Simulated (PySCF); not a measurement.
Stick spectrum of a doublet radical in fast tumbling, microwave frequency 9.39 GHz, simulated to first order from computed parameters.

```
   330.30    1 ##########
   331.59    3 ##############################
   332.16    1 ##########
   332.89    3 ##############################
   333.46    3 ##############################
   334.03    1 ##########
   334.18    1 ##########
   334.75    3 ##############################
   335.32    3 ##############################
   335.89    1 ##########
   336.05    1 ##########
   336.62    3 ##############################
   337.19    3 ##############################
   337.91    1 ##########
   338.48    3 ##############################
   339.78    1 ##########
```
Columns: field (mT), relative intensity.

What is g?

The pattern is symmetric about 335.04 mT, so g = hν/(μB·B0) = 9390/(13.99624 × 335.04) = 2.0024, a shift of +0.1 × 10⁻³ from the free-electron value.

Take the pattern apart into splittings.

The first two lines at either end are about 1.29 mT apart, which is the smallest coupling, and their intensity ratio 1:3 counts the nuclei that share it. In full: a 1:1:1:1 quartet of 1.86 mT (52 MHz), from 1 nucleus of spin 3/2; a 1:3:3:1 quartet of 1.29 mT (36 MHz), from 3 nuclei of spin 1/2. Check: Σ 2nI·a is the distance from the first to the last line, 9.48 mT.

The radical has the formula [BH3]-. Propose a structure, and say which nuclei carry the couplings.

`[BH3-]` [radical] (charge -1), numbered [BH3-:1] (hydrogens: H2, H3, H4 on B1). 1.86 mT: 11B at B1 (largest spin population; computed sign +); 1.29 mT: 1H at H2/H3/H4 (1 bond from B1; computed sign −). The largest Mulliken spin population is on B1 (+1.15). The angles at B1 add up to 357.2°, so it is nearly planar; its axial dipolar tensor and the negative couplings of its protons fit spin in a p orbital normal to that plane.

Level of theory: UKS B3LYP, IGLO-III on B, pcH-1 on H, non-relativistic, mean-field spin-orbit, GIAO in PySCF. Isolated species at its PBE0-D3(BJ)/def2-SVP geometry, gas phase. Whether the extra electron is bound in the gas phase wasn't checked; a finite basis holds it in any case. The geometry's basis has no diffuse functions, a weakness for an anion.

Main isotope only: 11B (natural samples also hold 20 % 10B, magnetic too, which adds its own pattern).

Rare isotopes and splittings under 0.04 mT were left out of the simulation.
